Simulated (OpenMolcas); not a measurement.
# BCl (SMILES [B]Cl): a chain of runs

We compute a single-point energy (UHF/STO-3G), then the energy (CASSCF(2,2)/STO-3G), then a single-point energy (CASPT2(2,2)/STO-3G), then a single-point energy (SC-NEVPT2(2,2)/STO-3G), then a single-point energy (MRCI(2,2)/STO-3G) of BCl. 

The calculation is run with OpenMolcas 26.06.

2 further runs of the same task are left out: 1 for a known fault of the program, 1 that didn't finish.

### 1 The structure to begin with

BCl: 2 atoms, total charge 0, spin state singlet. SMILES: `[B]Cl`. The B1–Cl2 distance was set to 3.436 Å, away from the relaxed value.

### 2 A single-point energy at UHF/STO-3G (run 1)

File step1.input:

```
&gateway
  baslib=$CurrDir
  coord
  2
  angstrom
  B        0.000000       0.000000      -1.787510
  Cl       0.000000       0.000000       1.648190
  basis=STO-3G
  group=NoSym

&seward

&scf
  uhf
  scramble=0.25
  prorbitals=1 1
```

The basis set STO-3G is read from a file made from the Basis Set Exchange's data (not shown).

Launch:

```sh
$ export MOLCAS_MEM=1860
$ pymolcas step1.input > step1.log
```

Log:

```text
--- Start Module: gateway ---
[...]
--- Stop Module: gateway /rc=_RC_ALL_IS_WELL_ ---
--- Start Module: seward ---
[...]
      Basis functions           14
--- Stop Module: seward /rc=_RC_ALL_IS_WELL_ ---
--- Start Module: scf ---
[...]
       Convergence after  41 Iterations
[...]
::    Total SCF energy                               -478.6954640652
[...]
      Total spin, S                                     0.5959891845
[...]
      Total electronic charge=   22.000000
      Total            charge=   -0.000000
[...]
      Dipole Moment (debye):
      Origin of the operator (angstrom)=    0.0000    0.0000    0.8255
                   X= -3.5468E-04               Y=  5.8615E-05               Z= -6.5887E-01           Total=  6.5887E-01
      Quadrupole Moment (debye*angstrom):
[...]
--- Stop Module: scf /rc=_RC_ALL_IS_WELL_ ---
[...]
```

Wall time 1.9 s (1 thread of Arm Neoverse V2, shared host); peak memory 0.37 GiB.

### 3 A single-point energy at CASSCF(2,2)/STO-3G (run 2)

File step2.inp:

```
* BCl CASSCF

&GATEWAY
 BasLib = $CurrDir
 Coord
 2
 angstrom
 B        0.000000       0.000000      -1.787510
 Cl       0.000000       0.000000       1.648190
 Basis = STO-3G
 Group = NoSym

&SEWARD

&RASSCF
 FileOrb = $CurrDir/step1.UnaOrb
 Spin = 1
 Nactel = 2 0 0
 Inactive = 10
 Ras2 = 2
 OrbListing = Nothing
```

The basis set STO-3G is read from a file made from the Basis Set Exchange's data (not shown).

Launch:

```sh
$ export MOLCAS_MEM=1860
$ pymolcas step2.inp > step2.log
```

Log:

```text
--- Start Module: gateway ---
[...]
--- Stop Module: gateway /rc=_RC_ALL_IS_WELL_ ---
--- Start Module: seward ---
[...]
      Basis functions           14
--- Stop Module: seward /rc=_RC_ALL_IS_WELL_ ---
--- Start Module: rasscf ---
[...]
      Number of active orbitals                  2
[...]
      Spin quantum number                      0.0
[...]
      Active orbitals                            2
[...]
      Number of CSFs                             3
[...]
      Number of root(s) required                 1
[...]
      Convergence after  5 iterations
[...]
      printout of CI-coefficients larger than  0.05 for root  1
      energy=    -478.699580
      conf/sym  11     Coeff  Weight
             1  20  -0.83827 0.70269
             3  02   0.54526 0.29731
      Natural orbitals and occupation numbers for root  1
      sym 1:   1.405382   0.594618
      ************************************************************************************************************************
      *                                                    Final results                                                     *
[...]
::    RASSCF root number  1 Total energy:   -478.69957993
[...]
      Total electronic charge=   22.000000
      Total            charge=   -0.000000
[...]
      Dipole Moment (debye):
      Origin of the operator (angstrom)=    0.0000    0.0000    0.8255
                   X=  4.3599E-05               Y= -9.1079E-06               Z= -1.0698E+00           Total=  1.0698E+00
      Quadrupole Moment (debye*angstrom):
[...]
--- Stop Module: rasscf /rc=_RC_ALL_IS_WELL_ ---
[...]
```

It took 1.3 s on 1 thread of Arm Neoverse V2, shared host; peak memory 0.37 GiB.

### 4 The energy at CASPT2(2,2)/STO-3G (run 3)

File step3.inp:

```
&GATEWAY
BasLib = $CurrDir
Coord
2
angstrom
B        0.000000       0.000000      -1.787510
Cl       0.000000       0.000000       1.648190
Basis = STO-3G
Group = NoSym
&SEWARD
&RASSCF
FileOrb = $CurrDir/step2.RasOrb
Spin = 1
Nactel = 2 0 0
Inactive = 10
Ras2 = 2
OrbListing = Nothing
&CASPT2
Imaginary = 0.1
Frozen = 6
```

The basis set STO-3G is read from a file made from the Basis Set Exchange's data (not shown).

Launch:

```sh
$ export MOLCAS_MEM=1860
$ pymolcas step3.inp > step3.log
```

Log:

```text
--- Start Module: gateway ---
[...]
--- Stop Module: gateway /rc=_RC_ALL_IS_WELL_ ---
[...]
      Basis functions           14
[...]
--- Start Module: rasscf ---
[...]
      Number of active orbitals                  2
[...]
      Spin quantum number                      0.0
[...]
      Active orbitals                            2
[...]
      Number of CSFs                             3
[...]
      Number of root(s) required                 1
[...]
      Convergence after  4 iterations
[...]
      printout of CI-coefficients larger than  0.05 for root  1
      energy=    -478.699580
      conf/sym  11     Coeff  Weight
             1  20  -0.83827 0.70269
             3  02   0.54526 0.29731
      Natural orbitals and occupation numbers for root  1
      sym 1:   1.405381   0.594619
      ************************************************************************************************************************
      *                                                    Final results                                                     *
[...]
::    RASSCF root number  1 Total energy:   -478.69957993
[...]
      Total electronic charge=   22.000000
      Total            charge=   -0.000000
[...]
      Dipole Moment (debye):
      Origin of the operator (angstrom)=    0.0000    0.0000    0.8255
                   X=  3.9735E-05               Y= -8.3764E-06               Z= -1.0697E+00           Total=  1.0697E+00
      Quadrupole Moment (debye*angstrom):
[...]
--- Stop Module: rasscf /rc=_RC_ALL_IS_WELL_ ---
--- Start Module: caspt2 ---
[...]
 ###    WARNING: User changed nr of frozen orbitals.                         ###
 ###############################################################################
[...]
      E2 (Variational):          -0.0196727163
      Total energy:            -478.7192526482
[...]
      Reference weight:           0.98540
[...]
::    CASPT2 Root  1     Total energy:   -478.71925265
[...]
--- Stop Module: caspt2 /rc=_RC_ALL_IS_WELL_ ---
[...]
```

Run time: 1.4 s. Hardware: 1 thread of Arm Neoverse V2, shared host; peak memory 0.37 GiB.

### 5 A single-point energy at SC-NEVPT2(2,2)/STO-3G (run 4)

File step4.input:

```
&gateway
  baslib = $CurrDir
  coord
  2
  angstrom
  B        0.000000       0.000000      -1.787510
  Cl       0.000000       0.000000       1.648190
  basis = STO-3G
  group = NoSym

&seward

&rasscf
  fileorb = $CurrDir/step2.RasOrb
  spin = 1
  nactel = 2 0 0
  inactive = 10
  ras2 = 2
  orblisting = Nothing

&caspt2
  sc-nevpt2
  frozen = 6
```

The basis set STO-3G is read from a file made from the Basis Set Exchange's data (not shown).

Launch:

```sh
$ export MOLCAS_MEM=1860
$ pymolcas step4.input > step4.log
```

Log:

```text
--- Start Module: gateway ---
[...]
--- Stop Module: gateway /rc=_RC_ALL_IS_WELL_ ---
[...]
      Basis functions           14
[...]
--- Start Module: rasscf ---
[...]
      Number of active orbitals                  2
[...]
      Spin quantum number                      0.0
[...]
      Active orbitals                            2
[...]
      Number of CSFs                             3
[...]
      Number of root(s) required                 1
[...]
      Convergence after  4 iterations
[...]
      printout of CI-coefficients larger than  0.05 for root  1
      energy=    -478.699580
      conf/sym  11     Coeff  Weight
             1  20  -0.83827 0.70269
             3  02   0.54526 0.29731
      Natural orbitals and occupation numbers for root  1
      sym 1:   1.405381   0.594619
      ************************************************************************************************************************
      *                                                    Final results                                                     *
[...]
::    RASSCF root number  1 Total energy:   -478.69957993
[...]
      Total electronic charge=   22.000000
      Total            charge=   -0.000000
[...]
      Dipole Moment (debye):
      Origin of the operator (angstrom)=    0.0000    0.0000    0.8255
                   X=  3.9735E-05               Y= -8.3764E-06               Z= -1.0697E+00           Total=  1.0697E+00
      Quadrupole Moment (debye*angstrom):
[...]
--- Stop Module: rasscf /rc=_RC_ALL_IS_WELL_ ---
--- Start Module: caspt2 ---
[...]
 ###    WARNING: User changed nr of frozen orbitals.                         ###
 ###############################################################################
[...]
      E2 (Variational):          -0.0192205082
[...]
      E2 (Variational):          -0.0192197467
      Total energy:            -478.7187996786
[...]
      Reference weight:           0.98605
[...]
::    SC-NEVPT2 Root  1     Total energy:   -478.71879968
[...]
--- Stop Module: caspt2 /rc=_RC_ALL_IS_WELL_ ---
[...]
```

It took 1.4 s on 1 thread of Arm Neoverse V2, shared host; peak memory 0.37 GiB.

### 6 The energy at MRCI(2,2)/STO-3G (run 5)

File step5.inp:

```
* BCl MRCI
&gateway
baslib=$CurrDir
coord
2
angstrom
B        0.000000       0.000000      -1.787510
Cl       0.000000       0.000000       1.648190
basis=STO-3G
group=NoSym
&seward
&rasscf
fileorb=$CurrDir/step2.RasOrb
spin=1
nactel=2 0 0
inactive=10
ras2=2
orblisting=Nothing
&motra
lumorb
frozen=6
&guga
electrons=10
spin=1
inactive=4
active=2
ciall=1
&mrci
sdci
```

The basis set STO-3G is read from a file made from the Basis Set Exchange's data (not shown).

Launch:

```sh
$ export MOLCAS_MEM=1860
$ pymolcas step5.inp > step5.log
```

Log:

```text
--- Start Module: gateway ---
[...]
--- Stop Module: gateway /rc=_RC_ALL_IS_WELL_ ---
[...]
      Basis functions           14
[...]
      Number of active orbitals                  2
[...]
      Spin quantum number                      0.0
[...]
      Active orbitals                            2
[...]
      Number of CSFs                             3
[...]
      Number of root(s) required                 1
[...]
      Convergence after  4 iterations
[...]
      printout of CI-coefficients larger than  0.05 for root  1
      energy=    -478.699580
      conf/sym  11     Coeff  Weight
             1  20  -0.83827 0.70269
             3  02   0.54526 0.29731
      Natural orbitals and occupation numbers for root  1
      sym 1:   1.405381   0.594619
      ************************************************************************************************************************
      *                                                    Final results                                                     *
[...]
::    RASSCF root number  1 Total energy:   -478.69957993
[...]
      Dipole Moment (debye):
      Origin of the operator (angstrom)=    0.0000    0.0000    0.8255
                   X=  3.9735E-05               Y= -8.3764E-06               Z= -1.0697E+00           Total=  1.0697E+00
      Quadrupole Moment (debye*angstrom):
[...]
      *** WARNING: Default frozen orbitals is overwritten by user input.
      *** Default values:   6
[...]
--- Start Module: guga ---
[...]
--- Stop Module: guga /rc=_RC_ALL_IS_WELL_ ---
--- Start Module: mrci ---
[...]
       (But an ACPF correction will be computed)
       USE THE DEFAULT ACPF G-VALUE GFAC=  0.20000000000000001
[...]
                      CI ENERGY:  -478.74092501
[...]
                ACPF CORRECTION:    -0.00221877
[...]
      Total electronic charge=   22.000000
      Total            charge=   -0.000000
[...]
     ACPF CORRECTION:     -0.00221877
[...]
  CI State   1     Total energy:   -478.74092501     QDav:     -0.00281118     QACPF:     -0.00221877
[...]
--- Stop Module: mrci /rc=_RC_ALL_IS_WELL_ ---
[...]
```

It took 1.4 s on 1 thread of Arm Neoverse V2, shared host; peak memory 0.37 GiB.

### 7 Outcome

```
                                                    quantity          value
                             run 1, UHF/STO-3G: total energy  -478.69546 Eh
                            run 1, UHF/STO-3G: dipole moment         0.66 D
                              run 1, UHF/STO-3G: HOMO energy       -5.72 eV
                              run 1, UHF/STO-3G: LUMO energy        1.98 eV
                            run 1, UHF/STO-3G: HOMO–LUMO gap        7.70 eV
                                     run 1, UHF/STO-3G: ⟨S²⟩          0.951
                     run 2, CASSCF(2,2)/STO-3G: total energy  -478.69958 Eh
   run 2, CASSCF(2,2)/STO-3G: dipole moment (CASSCF density)         1.07 D
                     run 3, CASPT2(2,2)/STO-3G: total energy  -478.71925 Eh
   run 3, CASPT2(2,2)/STO-3G: dipole moment (CASSCF density)         1.07 D
                  run 4, SC-NEVPT2(2,2)/STO-3G: total energy  -478.71880 Eh
run 4, SC-NEVPT2(2,2)/STO-3G: dipole moment (CASSCF density)         1.07 D
                       run 5, MRCI(2,2)/STO-3G: total energy  -478.74093 Eh
     run 5, MRCI(2,2)/STO-3G: dipole moment (CASSCF density)         1.07 D
```

**Reading.** ⟨S²⟩ (run 1, UHF/STO-3G) is 0.95 where a pure singlet has 0.00: the reference is spin-contaminated.
